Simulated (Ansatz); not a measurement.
# Mixing energy, order and entropy in OsRu₈Au₁₁

Theory: DFT r2SCAN, scalar-relativistic, plane waves, PAW (Ansatz).

Settings: cutoff 500 eV, Γ-centred mesh 5×5×5 on the computed 20-atom cell, Gaussian smearing of 0.10 eV; no spin polarisation.

Cells of 20 atoms on a hcp lattice, 11 Au, 1 Os, 8 Ru, each occupation relaxed without symmetry on a coarser mesh and computed once more. α is the first-shell Warren–Cowley parameter of unlike pairs (negative: unlike neighbours in excess, 0: random), given as its mean and root mean square over the pairs, since a mean near 0 can hide order that cancels. ΔH counts from the elements in their standard crystals.

```tsv
cell	mean α	rms α	ΔH (meV/atom)	V (Å³/atom)	rms shift from sites (Å)
1	-0.04	0.04	400	15.77	0.13
2	-0.10	0.45	352	15.84	0.15
3	-0.01	0.16	396	15.79	0.13
```

**Question.** Weigh the mixing energy against the ideal entropy.

**Answer.** Ideal mixing gives S = −k_B Σ x ln x = 0.845 k_B per atom (7.0 J/(mol K)), worth 73 meV/atom at 1000 K. The cell nearest to random, 1, has ΔH = 400 meV/atom. Against the pure elements it breaks even at T = ΔH/S = 5490 K, beyond the melting of most metals, so a solid solution isn't expected. ΔH includes the cost of putting the elements on this lattice where they prefer another, and what the coarser relaxation leaves, which can only raise it; vibrational entropy is left out. An error of 8 meV/atom in ΔH, as mesh and relaxation can leave, moves such a temperature by 110 K, and the spread of these cells, 48 meV/atom, by 660 K.

The final mesh leaves forces up to 0.21 eV/Å and stresses up to 0.3 GPa.

Spin–orbit coupling is left out, which can shift energies with elements as heavy as these.

Cost: 6 runs of about 47 core-minutes in all (earlier runs that led there not counted), on AMD EPYC 9R45 (Zen 5) (shared hosts).